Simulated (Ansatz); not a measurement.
# AlSO+ (triplet): the correlation ladder, def2-QZVPP

An exercise on one series of results from a longer session: the logs are not shown, and one member is left open.

The runs use Ansatz 0.2.0, Gaussian basis; def2-QZVPP, core rule «outside noble gas», up to 11 orbitals frozen.

The runs, in order: UHF; ROHF; CCSD(T) on UHF.

2 further runs of the same task are left out: 2 set aside as unsound or not needed.

**What is computed**

The geometry is a PBE0/def2-TZVP stationary point (not a proven minimum) of the parent state, kept for this charge and spin.

3 atoms, charge 1, spin multiplicity 3.

Atoms are counted from 1 here; the program's logs count them from 0.

Bond lengths: Al1–O2 1.721 Å, O2–S3 1.597 Å. Angles: Al1–O2–S3 180.0°.

The first run:

Input file in.yaml:

```yaml
crystal:
  periodic: [false, false, false]
  atoms:
    - {symbol: Al, position_ang: [0.000000, 0.000000, 1.679600]}
    - {symbol: O, position_ang: [0.000000, 0.000000, -0.041100]}
    - {symbol: S, position_ang: [0.000000, 0.000000, -1.638500]}
basis:
  gaussian: {orbitals: "def2-QZVPP.json"}
total_charge: 1
magnetization: {spin_polarized: true, initial_magnetization: 2}
hamiltonian: {xc: hf}
output: {orbitals: {seedname: orbitals}}
```

Run with:

```
> ansatz run in.yaml --threads 1 --pin off --events-out ev --progress --plain --max-ram 2393MiB
```

Steps of the session up to this table: UHF; ROHF; CCSD(T) on UHF.

One table of the session follows, with a row left open; its other results are not shown here.

| method | from UCCSD(T) (kJ/mol) |
| --- | --- |
| ROHF | +1289.1 |
| UHF | +1264.3 |
| UMP2 | ? |
| UCCSD | +60.4 |
| UCCSD(T) | 0 |

Estimate the missing values for UMP2.

The run gave: from UCCSD(T) (kJ/mol): +114.4. In the column «from UCCSD(T) (kJ/mol)» it lies between UCCSD (+60.4) and UHF (+1264.3).
